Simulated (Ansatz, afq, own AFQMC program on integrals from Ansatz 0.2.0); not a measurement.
# Where AFQMC and coupled cluster stand for AlH₃⁺, doublet

```xyz
4

Al    0.0000    0.0571    0.0000
H     0.0000    0.2262   -1.5512
H     0.0000    0.2262    1.5512
H     0.0000   -1.9820    0.0000
```

Basis cc-pVDZ. Noble-gas cores (and the filled d shells of Ga–Kr and In–Xe) are frozen. AFQMC by an in-house program on the Cholesky factors that Ansatz 0.2.0 writes for its CCSD(T) run. The CISD trial takes its coefficients from CCSD amplitudes. Released means that phaseless walkers are propagated on without the constraint, phases kept. Free AFQMC starts from the CCSD state and is never constrained. Its projection time is finite, and what remains of the start isn't in its error. Uncertainties: one standard error, sampling alone.

Determinant: UHF, the one that the program's search chose, which needn't be the lowest solution. The geometry is a point of a scan.

Full CI on the same integrals is exact in this basis and with this determinant's frozen core.

```
T1 diagnostic                               : 0.0152
weight of the determinant in the CISD state : 0.948
⟨S²⟩ of the determinant                     : 0.753
size of the correlated space                : 5 electrons in 28 orbitals
```

Reference: full CI, correlation energy -1.972 eV. The released energy is read at 2.40 1/Eh (meV from the phaseless value at times in 1/Eh: 0.1 ± 1.0 at 0.24, -1.1 ± 0.4 at 0.51, -1.8 ± 0.4 at 0.99, -2.9 ± 0.5 at 1.62, -2.4 ± 0.5 at 2.40).

```csv
level,E − E(reference) (kJ/mol),share of correlation (%)
HF,190.3,0.00
MP2,51.9,72.72
CCSD,3.2,98.34
CCSD(T),1.0,99.45
CCSDT,0.1,99.95
CCSDT(Q),0.0,99.99
CCSDTQ,0.0,100.00
ph-AFQMC/HF,-3.4 ± 1.4,101.78
ph-AFQMC/CISD,0.2 ± 0.05,99.90
released AFQMC,-0.1 ± 0.05,100.03
free AFQMC,0.0 ± 0.04,100.00
```

CCSDT and higher add their correlation energy to the determinant of the CCSD(T) run, since their own runs factorise the integrals more tightly (a shift of under 2 meV). Free projections are given only where their last times agree within the noise and don't stop above the reference; a slow remainder of the start can still hide under it. A walk keeps the symmetry of its determinant, which the program's search chose and which needn't be the lowest solution, so a lower state of the same spin and another symmetry isn't excluded. Released energies are given only where the last usable release times agree within the noise; a slower fall can still hide under it.
